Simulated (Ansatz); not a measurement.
Species: CHO, SMILES `[CH-]=O` (charge -1, multiplicity 1).

**Question.** Give a relaxed geometry from Ansatz (a first-principles code) with B3LYP-D3(BJ)/def2-TZVPD.

**Answer.** the end point of this relaxation (outside a Z-matrix the atoms follow the SMILES, hydrogens last).
Z-matrix (Å, degrees):
```
C
O 1 1.2333
H 1 1.2292 2 109.75
```
